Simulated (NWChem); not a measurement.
# SiH3F (SMILES F[SiH3]) at 6 levels

Aim: a comparison of 6 runs (r2SCAN/pcseg-2, CCSD/STO-3G, CCSD/6-31G, CCSD/6-31G*, CCSD/6-31G**, CCSD/6-311G**) of SiH3F. 

Program for the calculation: NWChem 7.3.0.

6 further runs of the same task are left out: 6 that didn't finish.

### 1 The system as given

SiH3F has 5 atoms, charge 0, and is taken as a singlet. SMILES: `F[SiH3]`. The coordinates come from a PBE0-D4/def2-TZVP relaxation.

Bond lengths: F1–Si2 1.600 Å, Si2–H3 1.482 Å, Si2–H4 1.482 Å, Si2–H5 1.482 Å. Angles: F1–Si2–H3 108.3°, F1–Si2–H4 108.3°, F1–Si2–H5 108.3°, H3–Si2–H4 110.6°, H3–Si2–H5 110.6°, H4–Si2–H5 110.6°.

### 2 Energy and gradient at r2SCAN/pcseg-2 (run 1)

The input, fh3si.xyz:

```xyz
5

F     -1.274600     0.162800     0.858000
Si     0.043300    -0.019300    -0.030700
H     -0.367800    -0.192600    -1.443700
H      0.768600    -1.217900     0.451600
H      0.880500     1.193400     0.123400
```

The input, fh3si.nw:

```
START fh3si
memory total 2200 mb
charge 0

GEOMETRY noautosym nocenter noautoz
   load fh3si.xyz
END

BASIS spherical bse
   F library pcseg-2
   Si library pcseg-2
   H library pcseg-2
END

DFT
   xc r2scan
   grid fine
   convergence energy 1e-08
   iterations 100
   mulliken
   noprint "final vectors analysis"
END

TASK dft gradient
```

On the command line:

```bash
$ nwchem fh3si.nw > fh3si.out
```

Output:

```text
[...]
          Wavefunction type:  closed shell.
          No. of atoms     :     5
          No. of electrons :    26
[...]
          Charge           :     0
          Spin multiplicity:     1
[...]
          AO basis - number of functions:   106
[...]
              XC Information
              --------------
                      r^2SCAN Method XC Functional
               r^2SCAN metaGGA Exchange Functional  1.000
                     r^2SCAN Correlation Potential  1.000
[...]
 d= 0,ls=0.0,diis     1   -391.1291008348 -4.54D+02  6.87D-03  6.02D-01     2.8
[...]
 d= 0,ls=0.0,diis     8   -391.1749426296  1.39D-09  7.33D-07  5.26D-08    17.5
         Total DFT energy =     -391.174942629551
      One electron energy =     -668.032111161092
           Coulomb energy =      246.306543983433
    Exchange-Corr. energy =      -32.492187242500
 Nuclear repulsion energy =       63.042811790608
[...]
  wavefunction    = closed shell
                         DFT ENERGY GRADIENTS
    atom               coordinates                        gradient
                 x          y          z           x          y          z
   1 F      -2.408645   0.307647   1.621385   -0.000780   0.000106   0.000524
   2 Si      0.081825  -0.036472  -0.058015    0.000816  -0.000099  -0.000501
   3 H      -0.695041  -0.363961  -2.728197   -0.000510  -0.000081  -0.000744
   4 H       1.452443  -2.301497   0.853400    0.000201  -0.000704   0.000461
   5 H       1.663904   2.255199   0.233192    0.000274   0.000779   0.000261
[...]
```

Wall time 27 s (1 thread of Intel Xeon at 2.60GHz (Ice Lake), shared host); peak memory 0.13 GiB.

### 3 The energy at CCSD/STO-3G (run 2)

The input, mol.xyz:

```xyz
5
FH3Si
F     -1.274600     0.162800     0.858000
Si     0.043300    -0.019300    -0.030700
H     -0.367800    -0.192600    -1.443700
H      0.768600    -1.217900     0.451600
H      0.880500     1.193400     0.123400
```

The input, mol.nw:

```
start mol
title "FH3Si"
memory stack 880 mb heap 220 mb global 1100 mb

geometry noautosym nocenter noautoz
  load format xyz mol.xyz
end

basis spherical bse
  * library STO-3G
end

scf
  thresh 1e-08
  maxiter 80
  noprint "final vectors analysis"
end

ccsd
  freeze core 6
  maxiter 60
end

task ccsd
```

On the command line:

```bash
$ nwchem mol.nw > mol.out
```

Output:

```text
[...]
  functions       =    17
[...]
  wavefunction    = RHF
[...]
         Total SCF energy =   -385.385473902863
      One-electron energy =   -664.356656995212
      Two-electron energy =    215.928371301741
 Nuclear repulsion energy =     63.042811790608
        Time for solution =      0.2s
[...]
 Total MP2 energy:           -385.441355065976097
[...]
             energy      energy      error      ampl     ampl      Block
                                                time     time      time
[...]
 Total CCSD energy:           -385.463682299209950
[...]
```

It took 1.2 s on 1 thread of Intel Xeon at 2.60GHz (Ice Lake), shared host; peak memory 0.099 GiB.

Runs 3 to 5 aren't shown in full; the table further down has their settings and results.

### 4 A single-point energy at CCSD/6-311G(d,p) (run 6)

The input, fh3si.nw:

```
start fh3si
memory total 2200 mb

geometry noautosym nocenter noautoz
F     -1.274600     0.162800     0.858000
Si     0.043300    -0.019300    -0.030700
H     -0.367800    -0.192600    -1.443700
H      0.768600    -1.217900     0.451600
H      0.880500     1.193400     0.123400
end

basis spherical bse
* library 6-311G**
end

scf
thresh 1e-08
maxiter 80
print low
end

ccsd
freeze core 6
maxiter 60
end

task ccsd energy
```

On the command line:

```bash
$ nwchem fh3si.nw > fh3si.out
```

Output:

```text
[...]
  functions       =    62
[...]
  wavefunction    = RHF
[...]
         Total SCF energy =   -390.200342445235
      One-electron energy =   -667.681312945633
      Two-electron energy =    214.438158709789
 Nuclear repulsion energy =     63.042811790608
        Time for solution =      2.8s
[...]
 Total MP2 energy:           -390.513445129794547
[...]
             energy      energy      error      ampl     ampl      Block
                                                time     time      time
[...]
 Total CCSD energy:           -390.534667779798554
[...]
```

Wall time 22 s (1 thread of Intel Xeon at 2.60GHz (Ice Lake), shared host); peak memory 0.12 GiB.

### 5 The series

| run | level | task | integration grid | energy (Eh) | wall time |
| --- | --- | --- | --- | --- | --- |
| 1 | r2SCAN/pcseg-2 | gradient | fine | -391.174943 | 27 s |
| 2 | CCSD/STO-3G | energy | – | -385.463682 | 1.2 s |
| 3 | CCSD/6-31G | energy | – | -390.251530 | 4.5 s |
| 4 | CCSD/6-31G* (spherical functions) | energy | – | -390.415240 | 7.2 s |
| 5 | CCSD/6-31G** (spherical functions) | energy | – | -390.441317 | 12 s |
| 6 | CCSD/6-311G** | energy | – | -390.534668 | 22 s |

Convergence of the total energy of singlet SiH3F with the basis set, against the last point:

```csv
basis set,from the last (mEh),wall time
STO-3G,+5070.985,1.2 s
6-31G,+283.137,4.5 s
6-31G*,+119.428,7.2 s
6-31G**,+93.351,12 s
6-311G**,+0.000,22 s
```

Convergence of the correlation energy (6 core orbitals frozen) of singlet SiH3F with the basis set, against the last point:

```csv
basis set,from the last (mEh),wall time
STO-3G,+256.117,1.2 s
6-31G,+139.770,4.5 s
6-31G*,+64.894,7.2 s
6-31G**,+43.462,12 s
6-311G**,+0.000,22 s
```

### 6 What came out

| quantity | value |
| --- | --- |
| run 6: total energy | -390.53467 Eh |
| run 6: correlation energy (6 core orbitals frozen) | -334.3 mEh |

In words: In run 2 the basis is minimal, so the values are rough. All runs together took 74 s, the longest 27 s.
